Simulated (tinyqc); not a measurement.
Inside a calculation. Method: geometry optimisation on the RHF/sto-3g surface (energies and gradients from PySCF), for HF, spin multiplicity 1. One step of it, computed by the program tinyqc.

Problem. Step 3: move. Steepest descent, p = -g / 0.6; steps longer than 0.5 bohr are cut back.

positions after step 2 (bohr), order 1F, 2H:
```
[[0.000000, 0.000000, 0.026525],
 [0.000000, 0.000000, 1.681787]]
```

gradient (hartree/bohr), order 1F, 2H:
```
[[0.00000000, 0.00000000, 0.13845308],
 [0.00000000, 0.00000000, -0.13845308]]
```

Give: positions after step 3.

Solution.

positions after step 3 (bohr), order 1F, 2H:
```
[[0.000, 0.000, -0.204],
 [0.000, 0.000, 1.913]]
```
